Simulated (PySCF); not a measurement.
# How methods differ on the ionisation energy of Ar

Ar [Ar] (1S) → Ar⁺ [Ne] 3s2 3p5 (2P), as a difference of total energies. All numbers are calculated (PySCF 2.14, no relativity, point nucleus, in aug-cc-pwCVTZ (8s7p5d3f, 75 functions)). Correlated levels: valence: [Ne] frozen; valence and next inner shell: 1s2 frozen; nothing frozen. The calculations carry no spin-orbit coupling.

```csv
method,ionisation energy (eV)
UHF,14.556
LDA,15.996
PBE,15.712
PBE0,15.721
r2SCAN,15.766
BHandHLYP,15.622
M06-L,15.766
MN15,15.794
M06,15.744
MP2 (valence),15.745
SCS-MP2 (valence),15.641
MP2 (valence and next inner shell),15.770
SCS-MP2 (valence and next inner shell),15.661
MP2 (all electrons),15.771
SCS-MP2 (all electrons),15.662
```

Q: How much does correlation contribute at MP2 (all electrons)?

A: 15.771 − (14.556) = 1.215 eV, measured against UHF.

A first-order spin-orbit estimate (lowest level to lowest level, LS coupling) adds -0.055 eV.

Errors of the correlated levels include the incompleteness of this basis and the frozen core.

For comparison: 15.760 eV (measured; NIST Atomic Spectra Database, ionization energies).
